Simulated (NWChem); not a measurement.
NaCl; SMILES [Na][Cl]

Results from NWChem. Geometry: optimised at PBE0/def2-SVP. Vertical excitations in the gas phase; the lowest state need not have the same character in each row.

```tsv
level	lowest excitation, singlet (eV)	oscillator strength of that lowest state	lowest state with f > 0.02, singlet (eV)	oscillator strength of that bright state	lowest triplet (eV)	orbital gap (eV)
PBE/def2-SVPD, TDA	3.13	0.009	3.87	0.109	3.05	3.10
B3LYP/def2-SVPD, TDA	3.55	0.012	4.26	0.108	3.48	4.38
LDA (Slater exchange, VWN5)/def2-SVPD, TDA	3.35	0.012	4.07	0.110	3.28	3.33
CAM-B3LYP/def2-SVPD, TDA	4.11	0.017	4.79	0.108	4.03	6.70
```
